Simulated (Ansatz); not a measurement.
# AlH3Cl (doublet): from Hartree-Fock to the top rungs at distance Al1–H4 along a hydrogen transfer = 1.936 Å, cc-pVDZ

One table from this session's results is given with a row withheld; the runs are named, their logs left out.

Computed with Ansatz 0.2.0, Gaussian basis. Level: cc-pVDZ, core rule «outside noble gas», up to 10 orbitals frozen.

Plan: UHF; CCSD(T) on ROHF; CCSD(T) on UHF; BCCD(T) on ROHF; CISD; CCSDT(Q) on ROHF; CCSDT(Q) on UHF; CASSCF and MRCISD+Q, 3 electrons in 3 orbitals; CASSCF and NEVPT2, 3 electrons in 3 orbitals.

13 further runs of the same task are left out: 9 for a known fault of the program, 4 that didn't finish.

**The system**

The geometry derives from fragments relaxed apart (PBE0/def2-TZVP) and kept rigid, so it is no stationary point. A hydrogen atom is moved between rigid fragments.

5 atoms, charge 0, spin multiplicity 2.

Atoms are counted from 1 here; the program's logs count them from 0.

Bond lengths: Al1–H2 1.586 Å, Al1–H3 1.586 Å, Al1–H4 1.936 Å, H4–Cl5 1.408 Å. Angles: H2–Al1–H3 120.0°, H2–Al1–H4 120.0°, H3–Al1–H4 120.0°, Al1–H4–Cl5 180.0°.

Set-up of the first run:

in.yaml reads:

```yaml
crystal:
  periodic: [false, false, false]
  atoms:
    - {symbol: Al, position_ang: [-1.816541, 0.000000, 0.000000]}
    - {symbol: H, position_ang: [-2.609464, 1.373384, 0.000000]}
    - {symbol: H, position_ang: [-2.609464, -1.373384, 0.000000]}
    - {symbol: H, position_ang: [0.119459, 0.000000, 0.000000]}
    - {symbol: Cl, position_ang: [1.527459, 0.000000, 0.000000]}
basis:
  gaussian: {orbitals: cc-pVDZ}
magnetization: {spin_polarized: true, initial_magnetization: 1}
hamiltonian: {xc: hf}
output: {orbitals: {seedname: orbitals}}
```

Started as:

```
ansatz run in.yaml --threads 1 --pin off --events-out ev --progress --plain --max-ram 2393MiB
```

Among the steps run: UHF; CCSD(T) on ROHF; CCSD(T) on UHF; BCCD(T) on ROHF; CISD; CCSDT(Q) on ROHF; CCSDT(Q) on UHF; CASSCF and MRCISD+Q, 3 electrons in 3 orbitals; CASSCF and NEVPT2, 3 electrons in 3 orbitals.

One of the session's tables, all rows but one given; the rest of the session is left out.

```
       method  from UCCSDT(Q) (kJ/mol)
         ROHF                   +668.1
          UHF                        ?
         RMP2                   +104.9
         UMP2                   +106.7
         CISD                    +67.3
        RCCSD                    +14.6
        UCCSD                    +14.4
     RCCSD(T)                     +3.0
     UCCSD(T)                     +3.0
      BCCD(T)                     +2.9
       RCCSDT                     +1.0
       UCCSDT                     +0.9
    RCCSDT(Q)                      0.0
    UCCSDT(Q)                        0
  CASSCF pair                   +622.9
  NEVPT2 pair                   +104.3
  MRCISD pair                    +59.4
MRCISD+Q pair                     +4.3
```

Estimate the missing values for UHF.

**Answer.** from UCCSDT(Q) (kJ/mol): +658.8. In the column «from UCCSDT(Q) (kJ/mol)» it lies between CASSCF pair (+622.9) and ROHF (+668.1).

To keep in mind: Restricted and unrestricted rows rest on different reference determinants; where their highest levels disagree by more than a few hundredths of an eV, they describe different states and don't form one ladder.
